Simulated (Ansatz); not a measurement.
Born–Oppenheimer molecular dynamics of BFH$_{4}$S (7 atoms, charge 0, multiplicity 1). It starts at the highest image of a converged band, a first-order saddle point between two minima.

Level of theory: Ansatz, RHF/def2-SVP.

```yaml
ensemble: NVE (velocity Verlet)
time_step: 0.5 fs
steps_asked: 200
starting_velocities_drawn_for: 100 K
seed: 11526
```

First frame:

```xyz
7
Properties=species:S:1:pos:R:3
B 0.076 -0.249 -0.025
F -0.155 0.011 1.511
H 1.131 0.207 -0.342
H -0.927 -0.020 -0.628
S 0.298 -2.220 0.376
H -0.969 -2.619 0.227
H 0.018 -1.138 1.546
```

Question: How far do the bonds stretch over the last three quarters of this one trajectory? (Pairs bonded in most of those frames.)

Answer: 
| bond | mean (Å) | spread (Å) | shortest | longest |
| --- | --- | --- | --- | --- |
| B1–F2 | 1.320 | 0.044 | 1.24 | 1.40 |
| B1–H3 | 1.200 | 0.014 | 1.17 | 1.23 |
| B1–H4 | 1.199 | 0.019 | 1.17 | 1.24 |
| S5–H6 | 1.334 | 0.006 | 1.32 | 1.35 |
| S5–H7 | 1.361 | 0.092 | 1.23 | 1.49 |

Mean temperature of the second half: 2529 K. The conserved energy stayed within 0.5 meV per atom of its start (net change -0.43 meV per atom), so the integration is sound. The kinetic energy rose, since the run started high on the potential surface and went downhill. It ends in pieces (BFH2 + H2S), so much of that is their flight and rotation, not heat. A run of 0.1 ps of so small a system gives no equilibrium averages. The orbitals stay closed-shell, which can raise the energy where a bond breaks towards radicals; this wasn't checked here.

Run time: 110 s on 1 thread of Arm Neoverse V2, on a shared host, peak memory 0.1 GiB.
